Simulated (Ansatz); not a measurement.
A made-up structure of Si₃H₇ (charge +1), closed shell:

```csv
atom,x (Å),y (Å),z (Å)
Si1,-1.2044,1.1516,-1.3138
Si2,0.1922,-0.5634,-0.4969
Si3,1.0993,-0.7977,1.6687
H4,-2.4078,0.4065,-1.7564
H5,-0.4150,1.7007,-2.4429
H6,-1.4461,2.1074,-0.2148
H7,0.5180,-1.6070,-1.5051
H8,1.9203,-2.0239,1.7063
H9,-0.1162,-0.8387,2.5179
H10,0.6064,0.6328,0.1466
```

It is relaxed with PBE-D4/def2-SVP and then PBE0-D4/def2-TZVP (Ansatz 0.2.0). Atoms count as bonded within 1.22 times the sum of their covalent radii (H–H: 0.88 Å). The end point is not checked to be a true minimum.

(1) Does its bonding change? (Judge from chemistry; the calculation decides.)

Answers

(1) Computed: Yes. Formed: Si3–H10; broken: none.

Where it ends: The first stage lowers the energy by 2.68 eV in 13 steps. It ends as Si₃H₇ ([SiH3][SiH]1[H][SiH2]1), total charge +1:
```
10
angstrom
Si -1.3433 1.1222 -1.3045
Si 0.0766 -0.6443 -0.6465
Si 0.6371 -1.0186 1.4461
H -2.5136 0.4260 -1.8827
H -0.5707 1.9100 -2.2882
H -1.6442 1.8444 -0.0497
H 0.9128 -1.4614 -1.5551
H 1.7277 -1.9538 1.7795
H 0.1358 -0.1120 2.4951
H 1.3285 0.0559 0.3154
```

Labels in which every atom is bracketed show which atoms are joined, not bond orders.

For scale, one of the runs: PBE0-D4/def2-TZVP relaxation, 153 basis functions, launched by `ansatz run in.yaml --threads 2 --pin off --events-out ev --progress --plain --max-ram 4352MiB`. Hardware: 2 CPU threads of an Arm Neoverse V2, shared host. Wall time about 29 s.
